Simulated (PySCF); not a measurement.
## EPR parameters of C4H9OS

C4H9OS (doublet state).
Cartesian coordinates in Å at the GFN2-xTB level; atoms count from 1:
```
atom  x, y, z in Å
C1     1.972   -0.369   -0.615
C2     1.439   -0.611    0.750
O3     0.436    0.136    1.317
C4    -0.526    0.713    0.475
C5    -1.536   -0.328   -0.011
S6    -2.737    0.387   -1.178
H7     2.792   -1.058   -0.795
H8     2.354    0.653   -0.737
H9     1.218   -0.527   -1.389
H10    2.075   -1.016    1.516
H11   -1.036    1.466    1.084
H12   -0.065    1.211   -0.387
H13   -2.073   -0.771    0.827
H14   -1.030   -1.120   -0.563
H15   -3.286    1.240   -0.316
```

The hyperfine couplings belong to this conformer and change with its torsions.

Identity: `C[CH]OCCS` [radical].

Computed with UKS B3LYP, pcH-1 on C H O S, non-relativistic, mean-field spin-orbit, GIAO in PySCF 2.14.0. Geometry: GFN2-xTB, one conformer, isolated molecule. A GFN2-xTB geometry isn't a minimum of the functional, and hyperfine couplings can be far from their values at a DFT geometry. Stability of the SCF solution: not tested.

```
g1, g2, g3        : 2.00212, 2.00348, 2.00425
g_iso             : 2.00328
Form of g         : rhombic: the two nearest values differ by 36 % of g3 − g1
⟨S²⟩              : 0.7535 (exact 0.7500)
α and β electrons : 29, 28
```

Hyperfine couplings atom by atom, in MHz; T1 to T3 are the principal values of the dipolar part:

| atom | isotope | a_iso | of which spin–orbit | T1 | T2 | T3 | Mulliken spin population |
| --- | --- | --- | --- | --- | --- | --- | --- |
| C1 | 13C | -19.0 | 0.0 | -2.4 | -1.8 | 4.2 | -0.07 |
| C2 | 13C | 142.4 | 0.0 | -76.8 | -75.1 | 151.9 | 0.89 |
| O3 | 17O | -19.6 | 0.0 | -62.2 | 29.7 | 32.6 | 0.11 |
| C4 | 13C | -1.7 | 0.0 | -1.7 | -0.9 | 2.6 | -0.01 |
| C5 | 13C | 7.8 | 0.0 | -2.1 | -0.3 | 2.4 | 0.01 |
| S6 | 33S | -0.2 | 0.0 | -0.2 | -0.1 | 0.3 | 0.00 |
| H7 | 1H | 3.6 | 0.0 | -5.8 | -4.1 | 9.9 | 0.00 |
| H8 | 1H | 127.4 | 0.0 | -4.7 | -2.8 | 7.5 | 0.07 |
| H9 | 1H | 68.3 | 0.0 | -5.3 | -4.5 | 9.7 | 0.03 |
| H10 | 1H | -46.9 | 0.0 | -34.9 | -2.0 | 36.9 | -0.04 |
| H11 | 1H | 1.2 | 0.0 | -3.2 | -2.6 | 5.8 | 0.00 |
| H12 | 1H | 6.3 | 0.0 | -3.5 | -2.9 | 6.5 | 0.00 |
| H13 | 1H | -0.9 | 0.0 | -2.0 | -1.7 | 3.7 | 0.00 |
| H14 | 1H | -0.8 | 0.0 | -4.1 | -2.7 | 6.8 | 0.00 |
| H15 | 1H | 1.5 | 0.0 | -0.7 | -0.6 | 1.3 | 0.00 |

Largest spin populations (Mulliken): C2 (+0.89), O3 (+0.11), C1 (-0.07) and H8 (+0.07). C2 is the only atom above +0.15. The positive populations add up to 1.12 and the negative ones to -0.12, together 2S = 1. The angles at C2 add up to 353.9°, so it is slightly pyramidal.

Axes: g3 points within 8° of the C2–H10 bond.

Under fast tumbling the dipolar parts average out, and these isotropic splittings remain: 3 × 1H (H7/H8/H9, I = 1/2, 4 lines) with 2.37 mT, 1 × 1H (H10, I = 1/2, 2 lines) with 1.67 mT, 2 × 1H (H11/H12, I = 1/2, 3 lines) with 0.13 mT and 1 × 1H (H15, I = 1/2, 2 lines) with 0.05 mT.

Class means assume fast exchange of nuclei equivalent by connectivity; if that motion is slow, each nucleus keeps its own coupling. The three 1H nuclei of mean +66.4 MHz run from 3.6 to 127.4 MHz in the frozen geometry. The 1H value of +3.7 MHz is a mean of couplings from 1.2 to 6.3 MHz in this one geometry, not an average over conformers.

The 13C coupling of C2 (142.4 MHz) shows only in satellite lines or after enrichment, since that isotope makes up about 1.07 % of natural carbon.

The 17O coupling of O3 (-19.6 MHz) shows only in satellite lines or after enrichment, since that isotope makes up about 0.038 % of natural oxygen.

The spin density at the nucleus, in bohr⁻³, is negative for C1 (-0.0169), H10 (-0.0105) and C4 (-0.0015), for instance. A restricted open-shell determinant has no negative spin density anywhere; here it arises because α and β orbitals differ (spin polarisation).
